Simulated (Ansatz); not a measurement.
Consider GaAs in the zinc blende structure (space group F-43m, No. 216; a = 5.746 Å).

Level of theory: Ansatz (a quantum-chemistry and plane-wave program) PBE, no spin-orbit coupling, earlier PAW set.

Perturbation: Al takes the place of Ga on all its sites, then cell and atoms are relaxed.

Measured band gap: GaAs 1.57 eV (static lattice; corrected from measurement; as listed in Wei Chen et al., Physical Review Materials (2018)); AlAs 2.28 eV (static lattice; corrected from measurement; as listed in Wei Chen et al., Physical Review Materials (2018)).

Measured lattice parameter a: GaAs 5.64 Å (static lattice; corrected from measurement; as listed in Daniel Mejia-Rodriguez, S. B. Trickey, Phys. Rev. B (2018)); AlAs 5.649 Å (static lattice; corrected from measurement; as listed in Daniel Mejia-Rodriguez, S. B. Trickey, Phys. Rev. B (2018)).

Question: How well does PBE reproduce the measured shift?

Answer: With PBE the band gap moves by +1.34 eV (0.16 → 1.50) against +0.71 eV measured; the lattice parameter a moves by -0.018 Å (5.746 → 5.728) against +0.009 Å measured, the wrong sign.

Whether these cells are dynamically stable was not tested.
